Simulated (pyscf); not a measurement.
H₃C–B(F)–F + hydrogen (H₂) → F–BH–F + methane (CH₄), a four-centre exchange (singlet surface; B–C, H–H broken, B–H, C–H formed). Structures and frequencies: ωB97X-D3(BJ)/def2-SVP in PySCF. Energies in kcal/mol from the separated reactants.

Small-basis levels: PySCF, no dispersion term, spherical d functions. 

Problem. In single points B3LYP/6-31G* puts the saddle at 50.7 kcal/mol and the reaction energy at -5.2 kcal/mol. Should these be trusted to within a few kcal/mol? Compare with ωB97M-D3(BJ)/def2-TZVP.

Solution. ωB97M-D3(BJ)/def2-TZVP gives ΔE‡ = 47.1 kcal/mol and ΔE = -3.1 kcal/mol. B3LYP/6-31G* lies 3.6 kcal/mol over it in the barrier and 2.1 kcal/mol under it in the reaction energy, so on this step it does not hold to within 3.0 kcal/mol. ωB97M-D3(BJ)/def2-TZVP has limits of its own. At the saddle there is also a short B–H contact that neither side keeps. This is the saddle that the search found; another between the same sides may lie lower.
